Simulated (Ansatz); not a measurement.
Molecule: NH2, charge -1, multiplicity 1. Whether it binds its extra electron was not tested at this geometry. 
Structure (B3LYP-D3(BJ)/def2-TZVP (Ansatz, a program for electronic structure) minimum search):
SMILES: [NH2-]
```xyz
3

N     -0.0036     0.1120     0.0955
H      0.8078    -0.3747    -0.3249
H     -0.7828    -0.4094    -0.3435
```
Charge -1, spin multiplicity 1.

Basis-set convergence of Hartree-Fock and CCSD(T) correlation energies (hartree) with Ansatz. Cores are frozen in the correlated levels unless marked. Spin-orbit coupling is left out. No relativistic terms. This anion needs diffuse functions, which these sets lack.

```json
[
 {"basis": "def2-SVP", "functions": "24", "E(HF)": "-55.43591", "E(corr, CCSD(T))": "-0.20144"},
 {"basis": "def2-TZVPP", "functions": "59", "E(HF)": "-55.53443", "E(corr, CCSD(T))": "-0.26143"},
 {"basis": "def2-QZVPP", "functions": "117", "E(HF)": "(withheld)", "E(corr, CCSD(T))": "(withheld)"}
]
```

### Question
Some entries are withheld; supply them.

### Answer

- def2-QZVPP, E(HF): -55.54505
- def2-QZVPP, E(corr, CCSD(T)): -0.28041
